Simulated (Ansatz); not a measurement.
Two isomers of C2H5NOS: A = `OC1NCS1`, B = `NCC(O)=S`.

Calculated with Ansatz (gas phase, PBE0-D4/def2-TZVP geometries, no zero-point term in ΔE). CCSD(T)/CBS is the MP2 limit (def2-TZVPP, def2-QZVPP) plus CCSD(T) − MP2 in def2-TZVPP, frozen cores. Functionals use def2-TZVPP. B3LYP here is the variant with VWN-RPA as its local correlation; programs differ in this. Each species was taken in one conformer, which may not be the lowest.

**Question.** Which is lower in electronic energy at CCSD(T)/CBS, and by how much? (Best estimate.)

**Answer.** Computed: B, by 20.2 kcal/mol.

**Question.** Give E(B) − E(A) in kcal/mol with PBE0-D4, B2PLYP, r2SCAN-D4, B3LYP-D4, CCSD/def2-TZVPP, MP2/def2-TZVPP, HF/def2-TZVPP. (Estimate.)

**Answer.** Ansatz gave: PBE0-D4 -18.6, B2PLYP -22.8, r2SCAN-D4 -22.4, B3LYP-D4 -22.6, CCSD/def2-TZVPP -20.0, MP2/def2-TZVPP -20.8, HF/def2-TZVPP -22.6. None reverses the order clearly.

Largest T1 diagnostic: 0.016.

From PBE to PBE0 (25 % exact exchange), in def2-TZVPP and without D4, E(B) − E(A) moves by +1.7 kcal/mol. In def2-TZVPP, CCSD(T) changes the Hartree–Fock value by +1.9 kcal/mol (the triples alone add −0.7 kcal/mol) and MP2 by +1.8 kcal/mol.
